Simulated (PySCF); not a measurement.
# One shape, several levels: C2H7N (ethanamine)

Wanted: a comparison of 6 runs (HF/STO-3G, HF/def2-SVP, M06-2X/STO-3G, B3LYP/6-31G*, PBE0/def2-SVP, CCSD(T)/3-21G) of C2H7N (ethanamine). Input form: a Python script.

Program for the calculation: PySCF 2.14.0.

## 1. The system as given

C2H7N: 10 atoms, total charge 0, spin state singlet. SMILES: `CCN`. The coordinates come from a PBE0-D4/def2-TZVP relaxation. This is one conformer, not always the lowest.

Bond lengths: C1–C2 1.521 Å, C2–N3 1.454 Å, C1–H4 1.094 Å, C1–H5 1.094 Å, C1–H6 1.094 Å, C2–H7 1.095 Å, C2–H8 1.095 Å, N3–H9 1.013 Å, N3–H10 1.013 Å. Some angles: C1–C2–N3 115.8°, C1–C2–H7 109.6°, C1–C2–H8 109.6°, N3–C2–H7 107.7°, N3–C2–H8 107.7°, C2–C1–H4 111.5°, C2–C1–H5 110.9°, C2–C1–H6 110.9°, C2–N3–H9 110.3°, C2–N3–H10 110.3°.

## 2. Energy and gradient at HF/STO-3G (run 1)

job.py reads:

```python
import pyscf.grad
from pyscf import gto

mol = gto.Mole()
mol.atom = '''
C     -0.786000     0.493000    -0.521100
C      0.079100    -0.652700    -0.018000
N      1.196800    -0.274900     0.831400
H     -1.603400     0.130900    -1.151600
H     -0.194800     1.198600    -1.112400
H     -1.227000     1.045500     0.313900
H      0.480900    -1.211500    -0.869300
H     -0.539300    -1.362800     0.540400
H      0.864200     0.221000     1.650200
H      1.812700     0.361800     0.339500
'''
mol.max_memory = 1860
mol.verbose = 4
mol.charge = 0
mol.basis = 'sto-3g'
mol.build()

mf = mol.RHF()
mf.conv_tol = 1e-10
mf.kernel()
if not mf.converged:
    mf = mf.newton().run(mf.mo_coeff, mf.mo_occ)

e_tot = mf.e_tot
print('E(%s) = %.9f' % ('HF', e_tot))
grad = mf.Gradients().kernel()
mf.analyze()
```

Command:

```bash
$ OMP_NUM_THREADS=1 python job.py
```

The program printed:

```text
PySCF version 2.14.0

[... 60 lines left out ...]
converged SCF energy = -132.613294883083
[... 16 lines left out ...]
Two-electron Energy =                  128.118613773123855
[... 5 lines left out ...]
MO #2   energy= -11.0736510983767  occ= 2
[... 3 lines left out ...]
MO #6   energy= -0.793714929458205 occ= 2
[... 3 lines left out ...]
MO #10  energy= -0.523821493437943 occ= 2
[... 3 lines left out ...]
MO #14  energy= 0.607735731171291  occ= 0
[... 3 lines left out ...]
MO #18  energy= 0.723402657644024  occ= 0
[... 3 lines left out ...]
MO #22  energy= 0.803946355779758  occ= 0
[... 35 lines left out ...]
Dipole moment(X, Y, Z, Debye): -0.72153,  1.24139, -0.38874
```

Run time: 2.7 s. Hardware: 1 thread of Intel Xeon at 2.50GHz (Skylake/Cascade Lake), shared host; peak memory 0.12 GiB.

## 3. Energy and forces at HF/def2-SVP (run 2)

job.py reads:

```python
import pyscf.grad
from pyscf import gto

system = gto.M(
    atom=[
    ('C', (-0.786000, 0.493000, -0.521100)),
    ('C', (0.079100, -0.652700, -0.018000)),
    ('N', (1.196800, -0.274900, 0.831400)),
    ('H', (-1.603400, 0.130900, -1.151600)),
    ('H', (-0.194800, 1.198600, -1.112400)),
    ('H', (-1.227000, 1.045500, 0.313900)),
    ('H', (0.480900, -1.211500, -0.869300)),
    ('H', (-0.539300, -1.362800, 0.540400)),
    ('H', (0.864200, 0.221000, 1.650200)),
    ('H', (1.812700, 0.361800, 0.339500)),
],
    max_memory=1860,
    basis='def2-svp',
    verbose=3,
)

hf = system.RHF()
hf.conv_tol = 1e-10
hf.kernel()
if not hf.converged:
    hf = hf.newton().run(hf.mo_coeff, hf.mo_occ)

energy = hf.e_tot
print(f'total energy: {energy:.8f} hartree')
grad = hf.Gradients().kernel()
hf.analyze()
```

Command:

```bash
$ OMP_NUM_THREADS=1 python job.py
```

The program printed:

```text
converged SCF energy = -134.155535868788
[... 14 lines left out ...]
MO #5   energy= -0.976807154806047 occ= 2
[... 8 lines left out ...]
MO #14  energy= 0.172638294326685  occ= 0
[... 8 lines left out ...]
MO #23  energy= 0.609090787099951  occ= 0
[... 8 lines left out ...]
MO #32  energy= 0.914047541897465  occ= 0
[... 8 lines left out ...]
MO #41  energy= 1.39972470148655   occ= 0
[... 8 lines left out ...]
MO #50  energy= 2.03164306928657   occ= 0
[... 8 lines left out ...]
MO #59  energy= 2.37015183245328   occ= 0
[... 8 lines left out ...]
MO #68  energy= 3.00863127460441   occ= 0
[... 8 lines left out ...]
MO #77  energy= 3.79826746774884   occ= 0
[... 11 lines left out ...]
Dipole moment(X, Y, Z, Debye): -0.67515,  1.18674, -0.36101
```

Wall time 10 s (1 thread of Intel Xeon at 2.50GHz (Skylake/Cascade Lake), shared host); peak memory 0.15 GiB.

## 4. Energy and gradient at M06-2X/STO-3G (run 3)

run.py reads:

```python
import pyscf.grad
from pyscf import gto, dft

molecule = gto.Mole()
molecule.atom = '''
C   -0.786000   0.493000  -0.521100
C    0.079100  -0.652700  -0.018000
N    1.196800  -0.274900   0.831400
H   -1.603400   0.130900  -1.151600
H   -0.194800   1.198600  -1.112400
H   -1.227000   1.045500   0.313900
H    0.480900  -1.211500  -0.869300
H   -0.539300  -1.362800   0.540400
H    0.864200   0.221000   1.650200
H    1.812700   0.361800   0.339500
'''
molecule.charge = 0
molecule.max_memory = 1860
molecule.spin = 0
molecule.verbose = 3
molecule.basis = 'sto-3g'
molecule.build()

mf = dft.RKS(molecule)
mf.xc = 'm06-2x'
mf.grids.level = 5
mf.conv_tol = 1e-10
mf.kernel()
if not mf.converged:
    mf = mf.newton().run(mf.mo_coeff, mf.mo_occ)

e_final = mf.e_tot
print('E(%s) = %.9f' % ('M06-2X', e_final))
grad = mf.Gradients().kernel()
mf.analyze()
```

Command:

```bash
$ OMP_NUM_THREADS=1 python run.py
```

The program printed:

```text
converged SCF energy = -133.469162366477
E(M06-2X) = -133.469162366
--------------- RKS gradients ---------------
         x                y                z
0 C     0.0128929270    -0.0173875190     0.0074969325
1 C     0.0054652361     0.0181072011     0.0058797742
2 N    -0.0161494908     0.0338838092    -0.0082375212
3 H     0.0004933881     0.0017895467     0.0005378947
4 H    -0.0016344709    -0.0007016380     0.0008955977
5 H     0.0004153682    -0.0004082922    -0.0019226164
6 H    -0.0022693122     0.0011388906     0.0057691397
7 H     0.0045845283     0.0021452429    -0.0037190108
8 H     0.0130214354    -0.0170160040    -0.0239610548
9 H    -0.0168235873    -0.0215369948     0.0172347048
----------------------------------------------
**** MO energy ****
MO #1   energy= -14.5252994490198  occ= 2
MO #2   energy= -10.4077601916951  occ= 2
MO #3   energy= -10.3733065649612  occ= 2
MO #4   energy= -0.939001642189163 occ= 2
MO #5   energy= -0.784864248219798 occ= 2
MO #6   energy= -0.657035595950972 occ= 2
MO #7   energy= -0.528022110054188 occ= 2
MO #8   energy= -0.466947891985865 occ= 2
MO #9   energy= -0.44116043811076  occ= 2
MO #10  energy= -0.427732249163696 occ= 2
MO #11  energy= -0.384224345527868 occ= 2
MO #12  energy= -0.363916014626688 occ= 2
MO #13  energy= -0.202576975096883 occ= 2
MO #14  energy= 0.431129596970062  occ= 0
MO #15  energy= 0.452802359069739  occ= 0
MO #16  energy= 0.470981017645726  occ= 0
MO #17  energy= 0.526449634139904  occ= 0
MO #18  energy= 0.54087600712526   occ= 0
MO #19  energy= 0.561371302470527  occ= 0
MO #20  energy= 0.583697932213096  occ= 0
MO #21  energy= 0.596441703275923  occ= 0
MO #22  energy= 0.611421089043532  occ= 0
 ** Mulliken atomic charges  **
charge of    0C =     -0.14373
charge of    1C =     -0.00686
charge of    2N =     -0.27890
charge of    3H =      0.04577
charge of    4H =      0.03917
charge of    5H =      0.03918
charge of    6H =      0.04276
charge of    7H =      0.04276
charge of    8H =      0.10991
charge of    9H =      0.10993
Dipole moment(X, Y, Z, Debye): -0.68127,  1.26281, -0.35733
```

Wall time 21 s (1 thread of Intel Xeon at 2.50GHz (Skylake/Cascade Lake), shared host); peak memory 0.31 GiB.

Runs 4 to 5 aren't shown in full; the table further down has their settings and results.

## 5. A single-point energy at CCSD(T)/3-21G (run 6)

run.py reads:

```python
from pyscf import gto, cc

mol = gto.M(
    atom='''
C     -1.485325     0.931635    -0.984736
C      0.149477    -1.233424    -0.034015
N      2.261624    -0.519486     1.571118
H     -3.029987     0.247365    -2.176209
H     -0.368119     2.265026    -2.102131
H     -2.318694     1.975709     0.593185
H      0.908769    -2.289403    -1.642739
H     -1.019129    -2.575319     1.021208
H      1.633101     0.417629     3.118426
H      3.425507     0.683703     0.641562
''',
    basis='3-21g',
    unit='bohr',
    max_memory=1860,
    verbose=4,
)

hf = mol.RHF()
hf.conv_tol = 1e-10
hf.kernel()
if not hf.converged:
    hf = hf.newton().run(hf.mo_coeff, hf.mo_occ)

mycc = cc.CCSD(hf, frozen=3)
mycc.kernel()
e_t = mycc.ccsd_t()
e_final = mycc.e_tot + e_t
print(f'total energy: {e_final:.8f} hartree')
hf.analyze()
```

Command:

```bash
$ OMP_NUM_THREADS=1 python run.py
```

The program printed:

```text
PySCF version 2.14.0

[... 77 lines left out ...]
Init t2, MP2 energy = -133.79365934961  E_corr(MP2) -0.291480238537858
[... 22 lines left out ...]
Two-electron Coulomb Energy =          146.894723309836166
[... 8 lines left out ...]
MO #6   energy= -0.829843592656581 occ= 2
[... 6 lines left out ...]
MO #13  energy= -0.371398426179152 occ= 2
[... 6 lines left out ...]
MO #20  energy= 0.387547651398252  occ= 0
[... 6 lines left out ...]
MO #27  energy= 1.07503723876711   occ= 0
[... 6 lines left out ...]
MO #34  energy= 1.41489491884415   occ= 0
[... 6 lines left out ...]
MO #41  energy= 2.88722188124951   occ= 0
[... 54 lines left out ...]
Dipole moment(X, Y, Z, Debye): -0.84614,  1.37674, -0.46435
```

It took 5.4 s on 1 thread of Intel Xeon at 2.50GHz (Skylake/Cascade Lake), shared host; peak memory 0.14 GiB.

## 6. All runs side by side

```tsv
run	level	integration grid	Cartesian functions	energy (Eh)	dipole moment (D) of the reference	HOMO energy (eV)	LUMO energy (eV)	wall time
1	HF/STO-3G	–	no	-132.613295	1.49	-8.62	16.54	2.7 s
2	HF/def2-SVP	–	no	-134.155536	1.41	-10.47	4.70	10 s
3	M06-2X/STO-3G	5	no	-133.469162	1.48	-5.51	11.73	21 s
4	B3LYP/6-31G* (Cartesian functions)	5	yes	-135.170399	1.38	-6.17	2.26	39 s
5	PBE0/def2-SVP	5	no	-134.907718	1.29	-6.54	1.82	46 s
6	CCSD(T)/3-21G	–	no	-133.837020	1.68	-10.11	7.09	5.4 s
```

## 7. What came out

| quantity | value |
| --- | --- |
| run 6: total energy | -133.83702 Eh |
| run 6: dipole moment (Hartree–Fock density) | 1.68 D |
| run 6: HOMO energy (Hartree–Fock orbitals) | -10.11 eV |
| run 6: LUMO energy (Hartree–Fock orbitals) | 7.09 eV |
| run 6: HOMO–LUMO gap (Hartree–Fock orbitals) | 17.19 eV |
| run 6: correlation energy (3 core orbitals frozen) | -334.8 mEh |
| run 6: (T) correction | -7.08 mEh |
| run 6: T1 diagnostic | 0.007 |

What this shows: Over runs 1, 2, 3, 4, 5 the dipole moment (its size) runs from 1.29 D (PBE0/def2-SVP) to 1.49 D (HF/STO-3G). The two ends differ in method and basis. Over runs 1, 2, 3, 4, 5 the HOMO–LUMO gap runs from 8.36 eV (PBE0/def2-SVP) to 25.16 eV (HF/STO-3G). Totals of different functionals can't be ranked against each other. In runs 1, 3 the basis is minimal, so the values are rough. All runs together took 2.1 min, the longest 46 s.
